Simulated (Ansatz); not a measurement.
Geometry optimisation, RKS BLYP-D4/def2-SVP in Ansatz 0.2.0.

Input file:

```yaml
crystal:
  periodic: [false, false, false]
  atoms:
    - { symbol: Si, position_ang: [0.0, 0.0, 0.0] }
    - { symbol: F, position_ang: [0.0, 0.0, 1.59] }
    - { symbol: H, position_ang: [1.3768, 0.0, -0.4862] }
    - { symbol: H, position_ang: [-0.6877, 1.1914, -0.4862] }
    - { symbol: Si, position_ang: [-1.0456, -1.8115, -0.7393] }
    - { symbol: H, position_ang: [-1.7029, -2.4846, 0.3772] }
    - { symbol: H, position_ang: [-2.0454, -1.4265, -1.7311] }
    - { symbol: H, position_ang: [-0.0777, -2.7173, -1.3511] }
basis:
  gaussian: { orbitals: def2-SVP }
hamiltonian:
  xc: blyp
  dispersion: d4
relax:
  f_tol: 0.02
  max_steps: 40
```

Launched with:

```bash
$ ansatz run input.yaml --threads 1 --pin off --max-ram 2048MiB --backend cpu --events-out ev --progress --plain --runs-dir out
```

Problem. Where does it end, and by what steps?

Solution. It converged. The force dipped under the threshold on the way, but the program's further checks kept it going. After 11 steps the energy has fallen by 0.344 eV; F2 moved furthest, 0.64 Å.

```json
{"step": "0", "energy less start (eV)": "0.0000", "largest force component (eV/Å)": "2.151", "accepted": "yes"}
{"step": "1", "energy less start (eV)": "-0.2656", "largest force component (eV/Å)": "1.113", "accepted": "yes"}
{"step": "2", "energy less start (eV)": "-0.2972", "largest force component (eV/Å)": "0.272", "accepted": "yes"}
{"step": "3", "energy less start (eV)": "-0.3116", "largest force component (eV/Å)": "0.038", "accepted": "yes"}
{"step": "4", "energy less start (eV)": "-0.3122", "largest force component (eV/Å)": "0.630", "accepted": "yes"}
{"step": "5", "energy less start (eV)": "-0.3287", "largest force component (eV/Å)": "0.218", "accepted": "yes"}
{"step": "6", "energy less start (eV)": "-0.3384", "largest force component (eV/Å)": "0.014", "accepted": "yes"}
{"step": "7", "energy less start (eV)": "-0.3339", "largest force component (eV/Å)": "0.299", "accepted": "no"}
{"step": "8", "energy less start (eV)": "-0.3417", "largest force component (eV/Å)": "0.090", "accepted": "yes"}
{"step": "9", "energy less start (eV)": "-0.3407", "largest force component (eV/Å)": "0.124", "accepted": "no"}
{"step": "10", "energy less start (eV)": "-0.3434", "largest force component (eV/Å)": "0.019", "accepted": "yes"}
{"step": "11", "energy less start (eV)": "-0.3435", "largest force component (eV/Å)": "0.016", "accepted": "yes"}
```

```xyz
8
Properties=species:S:1:pos:R:3
Si 0.021 0.064 0.010
F 0.594 -0.217 1.530
H 1.183 0.415 -0.875
H -0.919 1.235 0.071
Si -1.085 -1.876 -0.759
H -2.231 -2.219 0.148
H -1.616 -1.616 -2.142
H -0.131 -3.035 -0.810
```

Whether the end is a true minimum wasn't checked by a vibrational analysis.

The run took 25 s on 1 thread of Arm Neoverse V1, on a shared host, peak memory 0.12 GiB.
